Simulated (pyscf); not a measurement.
`[O]=[W]([OH])([OH])([OH])[OH]` → `[O]=[W](=[O])([OH])[OH]` + `[OH2]`, an elimination (singlet surface; H–O, O–W broken, H–O formed). Single points on ωB97X-D3(BJ)/def2-SVP structures (PySCF, gas phase). Energies in kJ/mol from the reactant's lowest minimum found.

Small-basis levels: PySCF, no dispersion term, spherical d functions. AM1 to PM7: differences of heats of formation from MOPAC, which are fitted to 298 K values and so differ in kind from electronic energies by zero-point and thermal terms. GFN2-xTB: tblite. Cost: rough CPU time at the saddle relative to B3LYP/6-31G*+LANL2DZ, from one job on a shared machine.

```
level                    barrier  reaction energy        cost
-----------------------  -------  ---------------  ----------
HF/6-31G*+LANL2DZ              …            +40.9         0.1
BP86/6-31G*+LANL2DZ         71.0            +43.7           2
PBE/6-31G*+LANL2DZ          70.8            +50.4           2
B3LYP/LANL2DZ              103.0            +60.7         0.8
B3LYP/6-31G*+LANL2DZ           …            +42.7           1
B3LYP/6-311+G**+LANL2DZ     92.7            +21.8           2
B3LYP/def2-SVP              84.5            +56.9           1
GFN2-xTB                   115.2           +211.3  under 0.02
PM6                        163.5            -57.2  under 0.02
ωB97M-D3(BJ)/def2-TZVP         …            +44.1           –
```

Problem. Fill in the missing entries.

Solution. 
- HF/6-31G*+LANL2DZ, barrier: 135.2
- B3LYP/6-31G*+LANL2DZ, barrier: 85.8
- ωB97M-D3(BJ)/def2-TZVP, barrier: 89.9

Against the last row the barrier runs from -19.1 (PBE/6-31G*+LANL2DZ) to +73.6 kJ/mol (PM6). At GFN2-xTB this geometry lies under one side, so the entry may be no barrier of that level: it is a single point on another level's saddle. ωB97M-D3(BJ)/def2-TZVP has limits of its own. On the product side the descent ends in an adduct with a O–W contact, 62.1 kJ/mol under the separated species and 100.2 kJ/mol under the saddle at ωB97X-D3(BJ)/def2-TZVP. What is counted as broken (O–W) persists as a longer contact in the product adduct; parting that adduct is a step of its own. One saddle was located; it need not be the lowest between these sides. In the def2 sets elements past Kr carry core potentials, without spin-orbit coupling.
